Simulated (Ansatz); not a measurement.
The same path of C$_{2}$H$_{3}$Si (6 atoms, charge 0, multiplicity 2) was run twice with different band settings.

Level of theory: UKS LDA/def2-SVP (Ansatz 0.2.0).

Relaxed end points:

```xyz
6
Properties=species:S:1:pos:R:3
C -1.549 -0.993 -0.526
Si -0.129 -0.139 -0.445
C 1.071 0.703 0.486
H -2.313 -1.528 -1.105
H 1.958 1.152 0.011
H 0.962 0.805 1.580
```

```xyz
6
Properties=species:S:1:pos:R:3
C -1.368 -0.955 -0.939
Si -0.397 -0.208 0.179
C 1.032 0.700 0.569
H -2.277 -1.515 -1.197
H 1.749 0.991 -0.219
H 1.262 0.986 1.608
```

Common settings: movable images 5; climbing image yes; optimiser quadratic models (default); start path through a guess of the saddle point; force threshold 0.03 eV/Å; iteration limit 60; end points relaxed.

| run | spring |
| --- | --- |
| 1 | 5.0 eV/Å² |
| 2 | 50.0 eV/Å² |

What does each run give, and how far can it be trusted?

Run 1: converged after 48 iterations, highest image 0.041 eV above the first end. A vibrational analysis at the climbing image gives one clearly imaginary mode, 130i cm⁻¹: a first-order saddle point.
Run 2: converged after 31 iterations, highest image 0.041 eV above the first end. Another band between the same ends (5 images) ends at a top of the same energy, where a vibrational analysis finds 1 clearly imaginary mode.
